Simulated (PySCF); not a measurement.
# acetyl cation (C2H3O+): spin-spin couplings at several levels of theory, part 2 of 2

PySCF 2.14.0. Atoms count from 0. Earlier steps stand in the parts before.

### 9 Spin-spin couplings: CAM-B3LYP/pcJ-1

The job: settings as JSON, then the geometry in Å.

```
{"job": {"kind": "j", "xc": "CAM-B3LYP", "basis": "pcJ-1"}, "charge": 1, "multiplicity": 1}
C     -0.472562    -0.015940    -0.030378
C      0.946914    -0.013869     0.004363
O      2.062138    -0.012292     0.030756
H     -0.803468    -0.788828    -0.749678
H     -0.847495    -0.246509     0.984738
H     -0.816157     0.985398    -0.352241
```

Level: CAM-B3LYP/pcJ-1 indirect spin-spin coupling, non-relativistic, gas phase.

What it wrote:

```text
coarse grid: 5120 points
cycle   1  E = -152.6974671470  dE =  8.119e-01  |g| = 7.392e-01  |ddm| = 1.911e+00
cycle   2  E = -152.4291613905  dE =  2.683e-01  |g| = 1.503e+00  |ddm| = 1.026e+00
cycle   3  E = -152.8176066457  dE = -3.884e-01  |g| = 8.572e-02  |ddm| = 6.228e-01
cycle   4  E = -152.8189362853  dE = -1.330e-03  |g| = 3.091e-02  |ddm| = 6.330e-02
cycle   5  E = -152.8191047371  dE = -1.685e-04  |g| = 4.952e-03  |ddm| = 2.191e-02
cycle   6  E = -152.8191093305  dE = -4.593e-06  |g| = 1.745e-03  |ddm| = 3.528e-03
final grid: 49744 points
cycle   7  E = -152.8542636101  dE = -6.653e-05  |g| = 6.095e-03  |ddm| = 8.006e-03
cycle   8  E = -152.8542533475  dE =  1.026e-05  |g| = 9.930e-03  |ddm| = 6.447e-03
cycle   9  E = -152.8542701501  dE = -1.680e-05  |g| = 1.094e-03  |ddm| = 4.239e-03
cycle  10  E = -152.8542703632  dE = -2.131e-07  |g| = 2.399e-04  |ddm| = 6.160e-04
cycle  11  E = -152.8542703744  dE = -1.116e-08  |g| = 3.160e-05  |ddm| = 1.384e-04
cycle  12  E = -152.8542703746  dE = -1.791e-10  |g| = 1.305e-05  |ddm| = 2.610e-05
converged SCF energy = -152.8542703746

Indirect spin-spin couplings (Hz)
  i      j    bonds     total        FC       PSO       DSO        SD
  0 C    1 C    1     54.813    58.292    -3.521     0.199    -0.156
  0 C    2 O    2      4.568     3.890     1.076     0.119    -0.517
  0 C    3 H    1    156.051   154.668     0.766     0.476     0.141
  0 C    4 H    1    156.124   154.742     0.765     0.476     0.141
  0 C    5 H    1    156.168   154.786     0.765     0.476     0.141
  1 C    2 O    1     -2.169     5.385     3.585     0.033   -11.172
  1 C    3 H    2     -8.479    -8.422    -0.136    -0.115     0.193
  1 C    4 H    2     -8.475    -8.417    -0.135    -0.116     0.193
  1 C    5 H    2     -8.469    -8.411    -0.136    -0.115     0.193
  2 O    3 H    3     -2.766    -2.570    -0.506     0.327    -0.018
  2 O    4 H    3     -2.768    -2.571    -0.508     0.327    -0.016
  2 O    5 H    3     -2.766    -2.569    -0.506     0.327    -0.017
  3 H    4 H    2    -22.039   -22.142     2.993    -3.062     0.172
  3 H    5 H    2    -22.000   -22.102     2.996    -3.065     0.171
  4 H    5 H    2    -22.011   -22.113     2.996    -3.065     0.171
```

Run time: 4 s. Hardware: 1 thread of AMD EPYC 7B13, shared host; peak memory 0.38 GiB.

Key values: J(C0,H3) 156.1 Hz, J(C0,C1) 54.8 Hz, J(H3,H4) -22.0 Hz (means over like pairs).

### 10 Indirect couplings: BHandHLYP/pcJ-1

Settings changed since step 9:

```diff
@@ -1,2 +1,2 @@
-{"job": {"kind": "j", "xc": "CAM-B3LYP", "basis": "pcJ-1"}, "charge": 1, "multiplicity": 1}
+{"job": {"kind": "j", "xc": "BHandHLYP", "basis": "pcJ-1"}, "charge": 1, "multiplicity": 1}
 C     -0.472562    -0.015940    -0.030378
```

Method: BHandHLYP/pcJ-1 indirect spin-spin coupling, non-relativistic, gas phase.

What it wrote:

```text
coarse grid: 5120 points
cycle   1  E = -152.6987965823  dE =  8.314e-01  |g| = 7.030e-01  |ddm| = 1.898e+00
cycle   2  E = -152.5238540255  dE =  1.749e-01  |g| = 1.275e+00  |ddm| = 9.383e-01
cycle   3  E = -152.8108693253  dE = -2.870e-01  |g| = 8.318e-02  |ddm| = 5.577e-01
cycle   4  E = -152.8121855246  dE = -1.316e-03  |g| = 2.559e-02  |ddm| = 6.134e-02
cycle   5  E = -152.8123121553  dE = -1.266e-04  |g| = 3.811e-03  |ddm| = 2.117e-02
cycle   6  E = -152.8123152851  dE = -3.130e-06  |g| = 1.497e-03  |ddm| = 2.867e-03
final grid: 49744 points
cycle   7  E = -152.8348637412  dE = -2.985e-05  |g| = 3.977e-03  |ddm| = 6.541e-03
cycle   8  E = -152.8348610329  dE =  2.708e-06  |g| = 5.750e-03  |ddm| = 4.295e-03
cycle   9  E = -152.8348669404  dE = -5.908e-06  |g| = 7.511e-04  |ddm| = 2.628e-03
cycle  10  E = -152.8348670471  dE = -1.067e-07  |g| = 1.561e-04  |ddm| = 4.244e-04
cycle  11  E = -152.8348670517  dE = -4.520e-09  |g| = 2.798e-05  |ddm| = 1.001e-04
cycle  12  E = -152.8348670518  dE = -1.448e-10  |g| = 1.028e-05  |ddm| = 2.287e-05
converged SCF energy = -152.8348670518

Indirect spin-spin couplings (Hz)
  i      j    bonds     total        FC       PSO       DSO        SD
  0 C    1 C    1     63.662    67.270    -3.574     0.197    -0.231
  0 C    2 O    2      5.039     4.353     1.073     0.119    -0.505
  0 C    3 H    1    169.349   168.054     0.739     0.466     0.091
  0 C    4 H    1    169.426   168.130     0.738     0.466     0.091
  0 C    5 H    1    169.471   168.176     0.738     0.466     0.091
  1 C    2 O    1    -15.391    -4.432     1.974     0.036   -12.970
  1 C    3 H    2    -11.636   -11.600    -0.131    -0.118     0.213
  1 C    4 H    2    -11.631   -11.595    -0.130    -0.119     0.212
  1 C    5 H    2    -11.625   -11.588    -0.130    -0.118     0.212
  2 O    3 H    3     -4.952    -4.737    -0.547     0.327     0.005
  2 O    4 H    3     -4.953    -4.737    -0.549     0.327     0.006
  2 O    5 H    3     -4.951    -4.735    -0.548     0.327     0.005
  3 H    4 H    2    -25.876   -25.987     2.999    -3.083     0.194
  3 H    5 H    2    -25.834   -25.944     3.002    -3.085     0.193
  4 H    5 H    2    -25.845   -25.955     3.003    -3.086     0.193
```

Wall time 3.5 s (1 thread of AMD EPYC 7B13, shared host); peak memory 0.38 GiB.

In short: J(C0,H3) 169.4 Hz, J(C0,C1) 63.7 Hz, J(H3,H4) -25.9 Hz (means over like pairs).

### 11 Indirect couplings: B3LYP/pcJ-0

Settings changed since step 10:

```diff
@@ -1,2 +1,2 @@
-{"job": {"kind": "j", "xc": "BHandHLYP", "basis": "pcJ-1"}, "charge": 1, "multiplicity": 1}
+{"job": {"kind": "j", "xc": "B3LYP", "basis": "pcJ-0"}, "charge": 1, "multiplicity": 1}
 C     -0.472562    -0.015940    -0.030378
```

Level: B3LYP/pcJ-0 indirect spin-spin coupling, non-relativistic, gas phase.

What it wrote:

```text
coarse grid: 5120 points
cycle   1  E = -152.5016990426  dE =  6.477e-01  |g| = 7.581e-01  |ddm| = 2.506e+00
cycle   2  E = -151.7580657013  dE =  7.436e-01  |g| = 2.126e+00  |ddm| = 1.759e+00
cycle   3  E = -152.6290001952  dE = -8.709e-01  |g| = 1.271e-01  |ddm| = 1.208e+00
cycle   4  E = -152.6326958886  dE = -3.696e-03  |g| = 6.411e-02  |ddm| = 1.711e-01
cycle   5  E = -152.6335828202  dE = -8.869e-04  |g| = 8.232e-03  |ddm| = 4.532e-02
cycle   6  E = -152.6335967319  dE = -1.391e-05  |g| = 2.396e-03  |ddm| = 6.396e-03
cycle   7  E = -152.6335979971  dE = -1.265e-06  |g| = 1.162e-04  |ddm| = 1.755e-03
final grid: 49744 points
cycle   8  E = -152.6080587245  dE = -4.621e-05  |g| = 3.830e-03  |ddm| = 5.997e-03
cycle   9  E = -152.6080542549  dE =  4.470e-06  |g| = 5.621e-03  |ddm| = 4.967e-03
cycle  10  E = -152.6080595697  dE = -5.315e-06  |g| = 2.148e-03  |ddm| = 4.238e-03
cycle  11  E = -152.6080603429  dE = -7.732e-07  |g| = 4.302e-04  |ddm| = 1.286e-03
cycle  12  E = -152.6080603834  dE = -4.054e-08  |g| = 4.292e-05  |ddm| = 3.477e-04
cycle  13  E = -152.6080603840  dE = -5.141e-10  |g| = 5.487e-06  |ddm| = 5.098e-05
converged SCF energy = -152.6080603840

Indirect spin-spin couplings (Hz)
  i      j    bonds     total        FC       PSO       DSO        SD
  0 C    1 C    1     27.950    31.546    -3.680     0.208    -0.125
  0 C    2 O    2      4.725     4.163     1.049     0.110    -0.596
  0 C    3 H    1    138.629   137.488     0.702     0.569    -0.130
  0 C    4 H    1    138.696   137.557     0.701     0.569    -0.130
  0 C    5 H    1    138.732   137.592     0.701     0.569    -0.130
  1 C    2 O    1     30.247    35.998     4.788    -0.015   -10.523
  1 C    3 H    2     -5.865    -5.753    -0.219    -0.097     0.204
  1 C    4 H    2     -5.869    -5.757    -0.218    -0.098     0.204
  1 C    5 H    2     -5.861    -5.749    -0.219    -0.097     0.204
  2 O    3 H    3     -0.819    -0.789    -0.360     0.301     0.028
  2 O    4 H    3     -0.822    -0.791    -0.362     0.301     0.030
  2 O    5 H    3     -0.820    -0.789    -0.361     0.301     0.029
  3 H    4 H    2    -20.924   -20.157     1.702    -2.845     0.376
  3 H    5 H    2    -20.889   -20.120     1.704    -2.848     0.375
  4 H    5 H    2    -20.899   -20.129     1.704    -2.849     0.375
```

Run time: 1.5 s. Hardware: 1 thread of AMD EPYC 7B13, shared host; peak memory 0.38 GiB.

Key values: J(C0,H3) 138.7 Hz, J(C1,O2) 30.2 Hz, J(C0,C1) 27.9 Hz (means over like pairs).

### 12 Indirect couplings: B3LYP/pcJ-2

Settings changed since step 11:

```diff
@@ -1,2 +1,2 @@
-{"job": {"kind": "j", "xc": "B3LYP", "basis": "pcJ-0"}, "charge": 1, "multiplicity": 1}
+{"job": {"kind": "j", "xc": "B3LYP", "basis": "pcJ-2"}, "charge": 1, "multiplicity": 1}
 C     -0.472562    -0.015940    -0.030378
```

With the program's defaults for keys left out, this is: B3LYP/pcJ-2 indirect spin-spin coupling, non-relativistic, gas phase.

What it wrote:

```text
coarse grid: 5120 points
cycle   1  E = -152.8915096026  dE =  7.582e-01  |g| = 7.180e-01  |ddm| = 1.590e+00
cycle   2  E = -152.3287312000  dE =  5.628e-01  |g| = 1.915e+00  |ddm| = 9.460e-01
cycle   3  E = -152.9933113688  dE = -6.646e-01  |g| = 1.289e-01  |ddm| = 6.482e-01
cycle   4  E = -152.9966264177  dE = -3.315e-03  |g| = 6.131e-02  |ddm| = 9.076e-02
cycle   5  E = -152.9974343073  dE = -8.079e-04  |g| = 5.751e-03  |ddm| = 2.730e-02
cycle   6  E = -152.9974397393  dE = -5.432e-06  |g| = 1.912e-03  |ddm| = 2.726e-03
final grid: 49744 points
cycle   7  E = -152.9946661425  dE = -7.495e-05  |g| = 8.250e-03  |ddm| = 3.104e-02
cycle   8  E = -152.9946222284  dE =  4.391e-05  |g| = 1.760e-02  |ddm| = 8.512e-03
cycle   9  E = -152.9946783590  dE = -5.613e-05  |g| = 2.529e-03  |ddm| = 6.287e-03
cycle  10  E = -152.9946795178  dE = -1.159e-06  |g| = 2.758e-04  |ddm| = 1.031e-03
cycle  11  E = -152.9946795313  dE = -1.349e-08  |g| = 1.247e-04  |ddm| = 1.845e-04
cycle  12  E = -152.9946795353  dE = -3.936e-09  |g| = 1.441e-05  |ddm| = 6.584e-05
cycle  13  E = -152.9946795353  dE = -3.826e-11  |g| = 9.662e-07  |ddm| = 5.775e-06
converged SCF energy = -152.9946795353

Indirect spin-spin couplings (Hz)
  i      j    bonds     total        FC       PSO       DSO        SD
  0 C    1 C    1     50.973    54.314    -3.430     0.198    -0.109
  0 C    2 O    2      5.213     4.652     1.007     0.121    -0.566
  0 C    3 H    1    157.434   155.992     0.878     0.464     0.100
  0 C    4 H    1    157.508   156.067     0.877     0.464     0.101
  0 C    5 H    1    157.554   156.113     0.877     0.464     0.100
  1 C    2 O    1      1.818     9.089     3.871     0.044   -11.185
  1 C    3 H    2     -8.001    -7.986    -0.123    -0.116     0.224
  1 C    4 H    2     -7.998    -7.983    -0.122    -0.117     0.224
  1 C    5 H    2     -7.991    -7.976    -0.123    -0.116     0.224
  2 O    3 H    3     -2.854    -2.601    -0.548     0.330    -0.036
  2 O    4 H    3     -2.856    -2.602    -0.550     0.331    -0.034
  2 O    5 H    3     -2.853    -2.600    -0.548     0.331    -0.035
  3 H    4 H    2    -21.542   -21.982     3.194    -3.071     0.317
  3 H    5 H    2    -21.503   -21.942     3.196    -3.073     0.317
  4 H    5 H    2    -21.514   -21.953     3.197    -3.074     0.317
```

Wall time 8.9 s (1 thread of AMD EPYC 7B13, shared host); peak memory 0.72 GiB.

Key values: J(C0,H3) 157.5 Hz, J(C0,C1) 51.0 Hz, J(H3,H4) -21.5 Hz (means over like pairs).

### 13 Indirect couplings: B3LYP/aug-cc-pVTZ-J

Settings changed since step 12:

```diff
@@ -1,2 +1,2 @@
-{"job": {"kind": "j", "xc": "B3LYP", "basis": "pcJ-2"}, "charge": 1, "multiplicity": 1}
+{"job": {"kind": "j", "xc": "B3LYP", "basis": "aug-cc-pVTZ-J"}, "charge": 1, "multiplicity": 1}
 C     -0.472562    -0.015940    -0.030378
```

Level: B3LYP/aug-cc-pVTZ-J indirect spin-spin coupling, non-relativistic, gas phase.

What it wrote:

```text
coarse grid: 5120 points
cycle   1  E = -152.8891079263  dE =  7.590e-01  |g| = 7.130e-01  |ddm| = 2.768e+00
cycle   2  E = -152.3358481950  dE =  5.533e-01  |g| = 1.900e+00  |ddm| = 1.600e+00
cycle   3  E = -152.9900613265  dE = -6.542e-01  |g| = 1.284e-01  |ddm| = 1.149e+00
cycle   4  E = -152.9933838902  dE = -3.323e-03  |g| = 6.027e-02  |ddm| = 1.574e-01
cycle   5  E = -152.9941636260  dE = -7.797e-04  |g| = 5.791e-03  |ddm| = 4.856e-02
cycle   6  E = -152.9941691628  dE = -5.537e-06  |g| = 1.918e-03  |ddm| = 5.213e-03
final grid: 49744 points
cycle   7  E = -152.9885565303  dE = -1.295e-04  |g| = 8.165e-03  |ddm| = 9.146e-02
cycle   8  E = -152.9885156420  dE =  4.089e-05  |g| = 1.697e-02  |ddm| = 1.658e-02
cycle   9  E = -152.9885679907  dE = -5.235e-05  |g| = 2.600e-03  |ddm| = 1.139e-02
cycle  10  E = -152.9885691752  dE = -1.185e-06  |g| = 4.123e-04  |ddm| = 2.049e-03
cycle  11  E = -152.9885692084  dE = -3.325e-08  |g| = 1.281e-04  |ddm| = 4.200e-04
cycle  12  E = -152.9885692125  dE = -4.095e-09  |g| = 1.207e-05  |ddm| = 1.166e-04
cycle  13  E = -152.9885692125  dE = -2.655e-11  |g| = 1.529e-06  |ddm| = 7.197e-06
converged SCF energy = -152.9885692125

Indirect spin-spin couplings (Hz)
  i      j    bonds     total        FC       PSO       DSO        SD
  0 C    1 C    1     51.905    55.127    -3.298     0.198    -0.122
  0 C    2 O    2      5.332     4.761     0.963     0.120    -0.511
  0 C    3 H    1    159.191   157.864     0.835     0.471     0.021
  0 C    4 H    1    159.266   157.939     0.834     0.471     0.022
  0 C    5 H    1    159.313   157.986     0.834     0.471     0.022
  1 C    2 O    1      3.134     9.341     3.660     0.037    -9.905
  1 C    3 H    2     -8.140    -8.122    -0.119    -0.116     0.217
  1 C    4 H    2     -8.136    -8.118    -0.118    -0.117     0.217
  1 C    5 H    2     -8.130    -8.112    -0.118    -0.117     0.217
  2 O    3 H    3     -2.908    -2.689    -0.520     0.328    -0.027
  2 O    4 H    3     -2.910    -2.690    -0.522     0.328    -0.026
  2 O    5 H    3     -2.908    -2.689    -0.521     0.328    -0.026
  3 H    4 H    2    -21.821   -22.124     3.049    -3.047     0.301
  3 H    5 H    2    -21.782   -22.084     3.052    -3.050     0.300
  4 H    5 H    2    -21.793   -22.094     3.052    -3.051     0.300
```

It took 7.9 s on 1 thread of AMD EPYC 7B13, shared host; peak memory 0.66 GiB.

In short: J(C0,H3) 159.3 Hz, J(C0,C1) 51.9 Hz, J(H3,H4) -21.8 Hz (means over like pairs).

### 14 Indirect couplings: B3LYP/6-31G-J

Settings changed since step 13:

```diff
@@ -1,2 +1,2 @@
-{"job": {"kind": "j", "xc": "B3LYP", "basis": "aug-cc-pVTZ-J"}, "charge": 1, "multiplicity": 1}
+{"job": {"kind": "j", "xc": "B3LYP", "basis": "6-31G-J"}, "charge": 1, "multiplicity": 1}
 C     -0.472562    -0.015940    -0.030378
```

With the program's defaults for keys left out, this is: B3LYP/6-31G-J indirect spin-spin coupling, non-relativistic, gas phase.

What it wrote:

```text
coarse grid: 5120 points
cycle   1  E = -152.7957571847  dE =  8.313e-01  |g| = 7.354e-01  |ddm| = 2.349e+00
cycle   2  E = -152.0609524116  dE =  7.348e-01  |g| = 2.125e+00  |ddm| = 1.774e+00
cycle   3  E = -152.9144259875  dE = -8.535e-01  |g| = 1.284e-01  |ddm| = 1.232e+00
cycle   4  E = -152.9186081722  dE = -4.182e-03  |g| = 4.973e-02  |ddm| = 1.499e-01
cycle   5  E = -152.9191152603  dE = -5.071e-04  |g| = 7.926e-03  |ddm| = 3.179e-02
cycle   6  E = -152.9191283568  dE = -1.310e-05  |g| = 2.331e-03  |ddm| = 6.675e-03
cycle   7  E = -152.9191295340  dE = -1.177e-06  |g| = 9.879e-05  |ddm| = 1.799e-03
final grid: 49744 points
cycle   8  E = -152.8933320391  dE = -4.628e-05  |g| = 5.842e-03  |ddm| = 1.692e-02
cycle   9  E = -152.8933057415  dE =  2.630e-05  |g| = 1.316e-02  |ddm| = 1.061e-02
cycle  10  E = -152.8933379033  dE = -3.216e-05  |g| = 1.722e-03  |ddm| = 7.999e-03
cycle  11  E = -152.8933384609  dE = -5.576e-07  |g| = 2.851e-04  |ddm| = 1.213e-03
cycle  12  E = -152.8933384792  dE = -1.829e-08  |g| = 7.431e-05  |ddm| = 2.602e-04
cycle  13  E = -152.8933384808  dE = -1.597e-09  |g| = 9.979e-06  |ddm| = 8.359e-05
cycle  14  E = -152.8933384808  dE = -1.927e-11  |g| = 3.250e-07  |ddm| = 7.472e-06
converged SCF energy = -152.8933384808

Indirect spin-spin couplings (Hz)
  i      j    bonds     total        FC       PSO       DSO        SD
  0 C    1 C    1     48.998    52.541    -3.652     0.204    -0.095
  0 C    2 O    2      6.955     6.050     1.321     0.107    -0.523
  0 C    3 H    1    163.955   162.375     0.959     0.559     0.062
  0 C    4 H    1    164.035   162.455     0.958     0.559     0.063
  0 C    5 H    1    164.078   162.498     0.958     0.559     0.062
  1 C    2 O    1     19.137    22.973     6.355    -0.036   -10.156
  1 C    3 H    2     -8.352    -8.265    -0.190    -0.112     0.215
  1 C    4 H    2     -8.352    -8.265    -0.189    -0.113     0.215
  1 C    5 H    2     -8.345    -8.257    -0.189    -0.112     0.215
  2 O    3 H    3     -2.930    -3.093    -0.187     0.295     0.055
  2 O    4 H    3     -2.932    -3.094    -0.189     0.295     0.056
  2 O    5 H    3     -2.930    -3.092    -0.188     0.295     0.055
  3 H    4 H    2    -24.526   -23.302     1.263    -2.875     0.387
  3 H    5 H    2    -24.490   -23.263     1.264    -2.877     0.386
  4 H    5 H    2    -24.501   -23.274     1.264    -2.878     0.386
```

Wall time 1.7 s (1 thread of AMD EPYC 7B13, shared host); peak memory 0.41 GiB.

In short: J(C0,H3) 164.0 Hz, J(C0,C1) 49.0 Hz, J(H3,H4) -24.5 Hz (means over like pairs).

### 15 Side by side: spin-spin couplings

Couplings (Hz), each a mean over the pairs like the one named, with basis size and wall time:

| run | C0–H3 | C0–C1 | H3–H4 | C1–O2 | C0–O2 | C1–H3 | functions | time |
| --- | --- | --- | --- | --- | --- | --- | --- | --- |
| LDA/pcJ-1 | 120.7 | 40.5 | -13.6 | 12.3 | 4.9 | -4.6 | 111 | 3 s |
| PBE/pcJ-1 | 145.4 | 51.0 | -18.9 | 10.4 | 5.3 | -6.3 | 111 | 4.6 s |
| KT2/pcJ-1 | 155.6 | 34.7 | -25.0 | 19.6 | 6.2 | -7.9 | 111 | 4.6 s |
| PBE0/pcJ-1 | 149.3 | 54.3 | -21.5 | 0.5 | 4.9 | -9.0 | 111 | 3.4 s |
| B97-2/pcJ-1 | 141.9 | 56.1 | -18.7 | 1.9 | 4.8 | -7.6 | 111 | 3.2 s |
| CAM-B3LYP/pcJ-1 | 156.1 | 54.8 | -22.0 | -2.2 | 4.6 | -8.5 | 111 | 4 s |
| BHandHLYP/pcJ-1 | 169.4 | 63.7 | -25.9 | -15.4 | 5.0 | -11.6 | 111 | 3.5 s |
| B3LYP/pcJ-0 | 138.7 | 27.9 | -20.9 | 30.2 | 4.7 | -5.9 | 48 | 1.5 s |
| B3LYP/pcJ-2 | 157.5 | 51.0 | -21.5 | 1.8 | 5.2 | -8.0 | 225 | 8.9 s |
| B3LYP/aug-cc-pVTZ-J | 159.3 | 51.9 | -21.8 | 3.1 | 5.3 | -8.1 | 198 | 7.9 s |
| B3LYP/6-31G-J | 164.0 | 49.0 | -24.5 | 19.1 | 7.0 | -8.3 | 48 | 1.7 s |

### 16 Results

What follows sums up all 2 parts.

| quantity | value |
| --- | --- |
| point group | C3v |
| rotational constants (main isotopes) | 151.71, 9.23, 9.23 GHz |
| largest coupling of the table (LDA/pcJ-1) | 1J(C,H) C0–H3, 120.7 Hz |
| range of J(C0,H3), mean over like pairs | 120.7 to 169.4 Hz |
| property runs in this session | 12, of which 0 failed and 1 gave unsound results |

What this shows: Single values in the summary come from the first run of each kind that ended normally (LDA/pcJ-1), which need not be the best level. The start was shaken at random, so part of the energy gained undoes that. Relaxing lowered the energy by 0.787 eV in 5 steps; the close pair that moved most is C0–C1, from 1.298 to 1.420 Å. Of the pairs tabulated at LDA/pcJ-1, C0–H3 (mean over like pairs) couples most strongly (120.7 Hz; Fermi contact 119.1 Hz). The coupling C0–H3, as a mean over pairs of its kind, runs from 120.7 Hz (LDA/pcJ-1) to 169.4 Hz (BHandHLYP/pcJ-1).
